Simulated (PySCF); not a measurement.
**Relaxation of singlet SiO₂**

Method: B3LYP/[Si def2-TZVP, O def2-TZVP], no relativity, density fitting, PySCF. A (50,194) grid was used.

A hand-made linear start, of D∞h symmetry, held to at least that symmetry:

```xyz
3
charge 0 multiplicity 1, angstrom
Si    0.0000    0.0000    0.0000
O     0.0000    0.0000    1.6400
O     0.0000    0.0000   -1.6400
```

Optimiser trace:
```csv
step,E − E(last) (kJ/mol),largest gradient (Eh/bohr)
0,74.14,0.10120
1,3.69,0.03059
2,0.63,0.01180
3,0.00,0.00089
4,0.00,0.00003
```

It ends at D∞h with Si–O 1.510 Å (×2); O–Si–O 180.0°. A frequency run shows a minimum.

Final geometry:
Z-matrix (Å, degrees; charge 0 multiplicity 1):
```
Si
O  1 1.5102
O  1 1.5102 2 180.00
```
